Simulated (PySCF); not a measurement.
# How the method moves the HOMO and LUMO of CH3CH2CH2CHFCH3

Species: CH3CH2CH2CHFCH3, C5H11F.
Geometry (PBE0-D3(BJ)/def2-SVP, Å), atoms numbered from 1 in this order:
```
atom  x, y, z in Å
C1     2.533    0.007   -0.171
C2     1.281   -0.120    0.681
C3    -0.004    0.102   -0.104
C4    -1.258   -0.070    0.728
C5    -2.541    0.138   -0.041
F6    -1.266   -1.354    1.251
H7     3.445   -0.156    0.423
H8     2.534   -0.730   -0.990
H9     2.608    1.006   -0.630
H10    1.237   -1.119    1.145
H11    1.323    0.600    1.517
H12   -0.011    1.114   -0.544
H13   -0.053   -0.606   -0.951
H14   -1.221    0.621    1.593
H15   -2.600    1.163   -0.433
H16   -3.410   -0.037    0.608
H17   -2.596   -0.563   -0.888
```

Basis pcSseg-1 throughout (PySCF), one geometry. One conformer (not necessarily the lowest) at the PBE0-D3(BJ)/def2-SVP geometry, without solvent, vibrations or thermal averaging.

Question: How do the orbital energies, the gap and the dipole change with the method?

Answer: 
| method | kind | HOMO (eV) | LUMO (eV) | gap (eV) | μ (D) | SCF cycles |
| --- | --- | --- | --- | --- | --- | --- |
| BLYP | GGA | -7.29 | 0.67 | 7.96 | 1.60 | 13 |
| OPBE | GGA | -7.31 | 0.96 | 8.27 | 1.61 | 13 |
| PBE | GGA | -7.36 | 0.67 | 8.03 | 1.60 | 14 |
| B97-D | GGA | -7.42 | 0.83 | 8.25 | 1.65 | 14 |
| LDA | LDA | -7.47 | 0.47 | 7.94 | 1.68 | 13 |
| BP86 | GGA | -7.48 | 0.76 | 8.24 | 1.63 | 17 |
| KT2 | GGA | -7.51 | 0.61 | 8.12 | 1.62 | 14 |
| KT3 | GGA | -7.54 | 0.57 | 8.11 | 1.60 | 14 |
| B97-2 | global hybrid | -8.70 | 1.54 | 10.23 | 1.74 | 12 |
| B3LYP | global hybrid | -8.73 | 1.17 | 9.91 | 1.72 | 12 |
| PBE0 | global hybrid | -8.96 | 1.51 | 10.47 | 1.74 | 12 |
| mPW1PW91 | global hybrid | -9.00 | 1.54 | 10.54 | 1.76 | 12 |
| CAM-B3LYP | range-separated hybrid | -10.41 | 2.33 | 12.74 | 1.77 | 12 |
| BHandHLYP | global hybrid | -10.42 | 2.17 | 12.59 | 1.85 | 12 |
| wB97X-D | range-separated hybrid | -10.88 | 3.33 | 14.21 | 1.78 | 12 |
| LC-wPBE | range-separated hybrid | -11.72 | 3.69 | 15.41 | 1.79 | 12 |
| HF | Hartree–Fock | -12.57 | 4.33 | 16.91 | 1.98 | 10 |

The HOMO spans 5.28 eV, from BLYP down to HF, and the gap runs from 7.94 eV (LDA) to 16.91 eV (HF). Over the methods BLYP (0 %), OPBE (0 %), PBE (0 %), B97-D (0 %), LDA (0 %), BP86 (0 %), KT2 (0 %), KT3 (0 %), B97-2 (21 %), B3LYP (20 %), PBE0 (25 %), mPW1PW91 (25 %), BHandHLYP (50 %), HF (100 %), a straight line through the gap against the share of exact exchange rises by 0.89 eV for each 10 % (correlation coefficient 0.999). The dipole ranges from 1.60 D (KT3) to 1.98 D (HF). This basis has no diffuse functions.

The vertical ΔSCF ionisation energy at wB97X-D/def2-SVPD is 11.17 eV; −ε(HOMO) comes closest to it with wB97X-D (10.88 eV).
